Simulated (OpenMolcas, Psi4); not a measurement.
## OpenMolcas → Psi4

OpenMolcas 26.06 runs this on doublet [SF3]2+:

struct.xyz:
```
4

F      0.623020     0.191030     1.167760
S      0.432770    -0.058560    -0.301740
F     -0.545420    -1.197460    -0.238600
F     -0.510370     1.064990    -0.627420
```

mol.inp:
```
>>> EXPORT MOLCAS_PRINT=2
&GATEWAY
BasLib
$CurrDir
Coord
struct.xyz
Basis
6-311pGss
Group
NoSym
&SEWARD
GridInput
Grid=UltraFine
End of Grid
&SCF
UHF
Charge
2
Spin
2
KSDFT
revPBE
Thresholds
1e-10 1e-07 1e-07 1e-05
PrOrbitals
1 1
```

```bash
$ export MOLCAS_MEM=1860
$ pymolcas mol.inp > mol.log
```

(Basis files named in the input come from the Basis Set Exchange and aren't shown.)

Geometry: relaxed at PBE0-D4/def2-TZVP. That shape belongs to the parent species and isn't relaxed for this state.

It gives a total energy of -696.415607 Eh.

Write the same calculation for Psi4 1.11 as an input file of the program's own, asking for the gradient.

This input was run:

job.dat:
```
memory 2.2 GB

molecule {
  2 2
  F      0.623020     0.191030     1.167760
  S      0.432770    -0.058560    -0.301740
  F     -0.545420    -1.197460    -0.238600
  F     -0.510370     1.064990    -0.627420
  symmetry c1
  no_reorient
  no_com
}

set {
  basis 6-311+G**
  reference uks
  puream true
  e_convergence 1e-09
  d_convergence 1e-08
  scf_type pk
  dft_radial_points 99
  dft_spherical_points 590
  maxiter 100
}

energy_value, wavefunction = gradient('revpbe', return_wfn=True)
oeprop(wavefunction, 'QUADRUPOLE', 'LOWDIN_CHARGES', 'DIPOLE')
print_variables()
```

```bash
$ psi4 job.dat job.out -n 1
```

Its energy is -696.415608 Eh, the same as the first but for the last digit, at most.
